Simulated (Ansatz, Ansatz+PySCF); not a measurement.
```
atom   x (Å)    y (Å)    z (Å)
   F  0.0302  -0.3499  -1.2142
   H  0.0229   0.4116  -0.8069
   F  0.0364   0.3756   1.1608
   H  0.0004  -0.4963   0.8271
```

RHF-MP2 on singlet H₂F₂ was run in several spherical basis sets with Ansatz (development build ahead of 0.2.0). Frozen core: 2 orbitals.

Problem. Rank the basis sets by the total energy that they give, lowest first, with the distance from the lowest.
A. def2-TZVP
B. STO-3G
C. cc-pVTZ
D. aug-cc-pVDZ
E. 6-31G(d)
F. 6-31G
G. def2-SVP
H. cc-pVDZ

Solution. C (0.00 eV), A (0.03 eV), D (4.11 eV), H (5.81 eV), E (8.09 eV), G (10.65 eV), F (11.84 eV), B (95.06 eV).

Totals follow the description of the cores as much as that of the bonds, so this order isn't one of quality for chemistry.
